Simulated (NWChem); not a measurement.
The numbers come from NWChem runs, not from measurements. System: CH3O, charge 1, spin multiplicity 1, at the geometry of a parent with another charge or spin, in a state set for the comparison that need not be this species' ground state. Level: MP2/def2-TZVP, 2 core orbitals frozen.

Input file:

```
start mol
memory heap 200 mb stack 900 mb global 1100 mb
charge 1
geometry units angstroms nocenter noautoz noautosym
  C     -0.628909     0.238462     0.123432
  O      0.589422    -0.330291    -0.083118
  H     -1.466230    -0.442937    -0.041233
  H     -0.752853     1.313672    -0.050542
  H      1.277157     0.340819     0.016128
end
basis spherical
  * library def2-tzvp
end
scf
  rhf
  nopen 0
  maxiter 100
  thresh 1e-7
  semidirect memsize 60000000 filesize 0
end
mp2
  freeze core 2
end
task mp2 energy
```

NWChem printed:

```
             Northwest Computational Chemistry Package (NWChem) 7.3.0
             --------------------------------------------------------

                                NWChem Input Module
                                -------------------

 Scaling coordinates for geometry "geometry" by  1.889725989
 (inverse scale =  0.529177249)

                             Geometry "geometry" -> ""
                             -------------------------

 Output coordinates in angstroms (scale by  1.889725989 to convert to a.u.)

  No.       Tag          Charge          X              Y              Z
 ---- ---------------- ---------- -------------- -------------- --------------
    1 C                    6.0000    -0.62890900     0.23846200     0.12343200
    2 O                    8.0000     0.58942200    -0.33029100    -0.08311800
    3 H                    1.0000    -1.46623000    -0.44293700    -0.04123300
    4 H                    1.0000    -0.75285300     1.31367200    -0.05054200
    5 H                    1.0000     1.27715700     0.34081900     0.01612800

 Effective nuclear repulsion energy (a.u.)      35.2691880513

            Nuclear Dipole moment (a.u.)
            ----------------------------
        X                 Y               Z
 ---------------- ---------------- ----------------
    -0.0000075589    -0.0000037795     0.0000018897


 Summary of "ao basis" -> "" (spherical)
 ------------------------------------------------------------------------------
       Tag                 Description            Shells   Functions and Types
 ---------------- ------------------------------  ------  ---------------------
 *                         def2-tzvp                  on all atoms

 Summary of "ao basis" -> "ao basis" (spherical)
 ------------------------------------------------------------------------------
       Tag                 Description            Shells   Functions and Types
 ---------------- ------------------------------  ------  ---------------------
 C                         def2-tzvp                11       31   5s3p2d1f
 O                         def2-tzvp                11       31   5s3p2d1f
 H                         def2-tzvp                 4        6   3s1p

                                 NWChem SCF Module
                                 -----------------

  ao basis        = "ao basis"
  functions       =    80
  atoms           =     5
  closed shells   =     8
  open shells     =     0
  charge          =   1.00
  wavefunction    = RHF
  use symmetry    = F
  symmetry adapt  = F

 Summary of "ao basis" -> "ao basis" (spherical)
 ------------------------------------------------------------------------------
       Tag                 Description            Shells   Functions and Types
 ---------------- ------------------------------  ------  ---------------------
 C                         def2-tzvp                11       31   5s3p2d1f
 O                         def2-tzvp                11       31   5s3p2d1f
 H                         def2-tzvp                 4        6   3s1p

 Forming initial guess at       0.1s

      Superposition of Atomic Density Guess
      -------------------------------------

 Sum of atomic energies:        -113.95506305

 Renormalizing density from      17.00 to     16

      Non-variational initial energy
      ------------------------------

 Total energy =    -109.959541
 1-e energy   =    -211.195035
 2-e energy   =      65.966306
 HOMO         =      -0.842863
 LUMO         =      -0.527728

 Starting SCF solution at       0.7s

 ----------------------------------------------
         Quadratically convergent ROHF

 Convergence threshold     :          1.000E-07
 Maximum no. of iterations :          100
 Final Fock-matrix accuracy:          1.000E-09
 ----------------------------------------------

              iter       energy          gnorm     gmax       time
             ----- ------------------- --------- --------- --------
                 1     -113.9640107455  2.33D+00  5.09D-01      0.8
                 2     -114.1665650005  4.30D-01  9.68D-02      0.8
                 3     -114.1799547494  3.82D-02  8.33D-03      1.0
                 4     -114.1801337238  7.85D-04  3.09D-04      1.3
                 5     -114.1801337788  5.42D-07  2.13D-07      1.7
                 6     -114.1801337788  3.16D-09  1.55D-09      2.1

       Final RHF  results
       ------------------

         Total SCF energy =   -114.180133778805
      One-electron energy =   -220.200974221135
      Two-electron energy =     70.751652391069
 Nuclear repulsion energy =     35.269188051261

        Time for solution =      1.3s

             Final eigenvalues
             -----------------

              1
    1  -20.9427
    2  -11.7001
    3   -1.7288
    4   -1.2328
    5   -1.0537
    6   -0.9682
    7   -0.8720
    8   -0.8505
    9   -0.2355
   10   -0.0891
   11   -0.0429
   12   -0.0080
   13    0.0355
   14    0.0890
   15    0.1061
   16    0.1360
   17    0.2308
   18    0.2967

                       ROHF Final Molecular Orbital Analysis
                       -------------------------------------

 Vector    6  Occ=2.000000D+00  E=-9.681883D-01
              MO Center= -2.9D-01, -1.7D-01,  1.8D-03, r^2= 1.4D+00
   Bfn.  Coefficient  Atom+Function         Bfn.  Coefficient  Atom+Function
  ----- ------------  ---------------      ----- ------------  ---------------
     6      0.292817  1 C  px                 9      0.235976  1 C  px
    37     -0.220353  2 O  px                40     -0.201216  2 O  px
    38      0.192263  2 O  py                64     -0.185628  3 H  s
    41      0.171741  2 O  py

 Vector    7  Occ=2.000000D+00  E=-8.719505D-01
              MO Center=  2.1D-01, -1.3D-01, -8.1D-02, r^2= 1.2D+00
   Bfn.  Coefficient  Atom+Function         Bfn.  Coefficient  Atom+Function
  ----- ------------  ---------------      ----- ------------  ---------------
    39      0.343632  2 O  pz                42      0.317979  2 O  pz
    45      0.163661  2 O  pz                 7     -0.161471  1 C  py
    38      0.158965  2 O  py

 Vector    8  Occ=2.000000D+00  E=-8.505459D-01
              MO Center=  1.3D-01, -8.5D-02,  1.8D-02, r^2= 1.4D+00
   Bfn.  Coefficient  Atom+Function         Bfn.  Coefficient  Atom+Function
  ----- ------------  ---------------      ----- ------------  ---------------
    38      0.294647  2 O  py                41      0.265258  2 O  py
    39     -0.236989  2 O  pz                42     -0.221198  2 O  pz
     7     -0.187134  1 C  py

 Vector    9  Occ=0.000000D+00  E=-2.354935D-01
              MO Center= -5.4D-01,  2.1D-01,  2.5D-01, r^2= 1.7D+00
   Bfn.  Coefficient  Atom+Function         Bfn.  Coefficient  Atom+Function
  ----- ------------  ---------------      ----- ------------  ---------------
    14      0.455258  1 C  pz                11      0.383280  1 C  pz
     8      0.345563  1 C  pz                45     -0.284539  2 O  pz
    39     -0.216512  2 O  pz                 5      0.211613  1 C  s
    42     -0.187502  2 O  pz

 Vector   10  Occ=0.000000D+00  E=-8.905711D-02
              MO Center=  8.6D-01,  7.5D-01,  4.3D-02, r^2= 3.7D+00
   Bfn.  Coefficient  Atom+Function         Bfn.  Coefficient  Atom+Function
  ----- ------------  ---------------      ----- ------------  ---------------
    77     -1.169152  5 H  s                 36      1.120046  2 O  s
    71     -0.996013  4 H  s                  5      0.658107  1 C  s
    12     -0.526001  1 C  px                65     -0.498859  3 H  s
    13      0.313131  1 C  py                44      0.252290  2 O  py
    43      0.167276  2 O  px

 Vector   11  Occ=0.000000D+00  E=-4.294415D-02
              MO Center= -1.1D+00,  5.7D-01,  1.9D-02, r^2= 5.0D+00
   Bfn.  Coefficient  Atom+Function         Bfn.  Coefficient  Atom+Function
  ----- ------------  ---------------      ----- ------------  ---------------
     5      2.057115  1 C  s                 71     -1.601409  4 H  s
    65     -1.537552  3 H  s                 36     -0.944648  2 O  s
     4      0.575980  1 C  s                 77      0.538812  5 H  s
    14     -0.338291  1 C  pz                44     -0.216259  2 O  py
    70      0.166872  4 H  s                 64      0.157422  3 H  s

 center of mass
 --------------
 x =   0.05675244 y =  -0.07313148 z =   0.00459846

 moments of inertia (a.u.)
 ------------------
          16.900280010604          17.073358115446           5.704328513706
          17.073358115446          53.404302462301          -2.686399419862
           5.704328513706          -2.686399419862          68.178410844433

  Mulliken analysis of the total density
  --------------------------------------

    Atom       Charge   Shell Charges
 -----------   ------   -------------------------------------------------------
    1 C    6     5.69   0.86  1.12  0.56  0.70  0.07  1.05  1.06  0.15  0.03  0.09  0.01
    2 O    8     8.27   0.79  1.18  0.58  0.98  0.26  1.81  2.02  0.61  0.00  0.04  0.00
    3 H    1     0.73   0.25  0.42  0.03  0.02
    4 H    1     0.73   0.25  0.42  0.04  0.02
    5 H    1     0.58   0.23  0.29  0.01  0.04

       Multipole analysis of the density wrt the origin
       ------------------------------------------------

     L   x y z        total         open         nuclear
     -   - - -        -----         ----         -------
     0   0 0 0      1.000000      0.000000     17.000000

     1   1 0 0     -0.625067      0.000000     -0.000008
     1   0 1 0      0.990143      0.000000     -0.000004
     1   0 0 1      0.183026      0.000000      0.000002

     2   2 0 0     -2.944800      0.000000     33.926017
     2   1 1 0      0.699201      0.000000     -8.433235
     2   1 0 1     -0.002474      0.000000     -2.637559
     2   0 2 0     -6.466027      0.000000     11.613125
     2   0 1 1      0.023004      0.000000      1.262703
     2   0 0 2     -7.800681      0.000000      0.539932

                   NWChem MP2 Semi-direct Energy/Gradient Module
                   ---------------------------------------------

  Basis functions       =     80
  Molecular orbitals    =     80
  Frozen core           =      2
  Frozen virtuals       =      0
  Active alpha occupied =      6
  Active beta occupied  =      6
  Active alpha virtual  =     72
  Active beta virtual   =     72
  Use MO symmetry       = F
  Use skeleton AO sym   = F

  AO/Fock/Back tols     =   1.0D-09  1.0D-09  1.0D-09

 GA uses MA = F    GA memory limited = T

 Available:
  local mem=  1.26D+08
 global mem=  1.44D+08
 local disk=  0.00D+00
  mp2_memr nvloc                    72
  nvloc new                    72
   1 passes of   6:        5242880                      34647                   4766997.
   1 passes of   6: M    126152834           G      144166400           F     120909954.

 Semi-direct pass number   1 of   1  for RHF alpha+beta  at        2.1s
  vrange nnbf                  3238
  mp2_eaftype                    18  avail_ma_in_mb                  1099
 EAF : mp2_eaftype filesize          18    2383499.
  mp2_eaf for mointskh                     18
Node 0 wrote     11.2 Mb in      0.0 s     Agg I/O rate:  2427.5 Mb/s
 Done moints_semi at        2.9s
  mp2_eaftype                    18  avail_ma_in_mb                  1081
 EAF : mp2_eaftype filesize          18    2383499.
  mp2_eaf for kh                    18
 Done maket at        3.0s
 Done multipass loop at        3.0s

          -------------------------------------------
          SCF energy                -114.180133778805
          Correlation energy          -0.379250571412
          Singlet pairs               -0.246697985907
          Triplet pairs               -0.132552585504
          Total MP2 energy          -114.559384350216
          -------------------------------------------

          ---------------------------------------------------
                    Spin Component Scaled (SCS) MP2
          Same spin pairs                     -0.088368390336
          Same spin scaling factor             0.333333333333
          Opposite spin pairs                 -0.290882181075
          Opposite spin scaling fact.          1.200000000000
          SCS-MP2 correlation energy          -0.378514747402
          Total SCS-MP2 energy              -114.558648526207
          ---------------------------------------------------

 -----------------------
 Performance information
 -----------------------

 Timer overhead =  1.56D-07 seconds/call

               Nr. of calls         CPU time (s)                 Wall time (s)                GFlops
             ---------------    -------------------     ------------------------------   -------------------
Name         Min   Avg   Max    Min     Avg     Max     Min     Avg     Max   Mx/calls   Min     Max     Sum
mp2: moin     1     1     1   0.83    0.83    0.83     0.83    0.83    0.83    0.83      0.0     0.0     0.0
mp2: make     1     1     1   5.06E-2 5.06E-2 5.06E-2  5.06E-2 5.06E-2 5.06E-2 5.06E-2   0.0     0.0     0.0
mp2: tota     1     1     1   0.91    0.91    0.91     0.91    0.91    0.91    0.91      0.0     0.0     0.0

 The average no. of pstat calls per process was 3.00D+00
 with a timing overhead of 4.68D-07s

 Task  times  cpu:        3.0s     wall:        3.0s

 Total times  cpu:        3.0s     wall:        3.0s
```
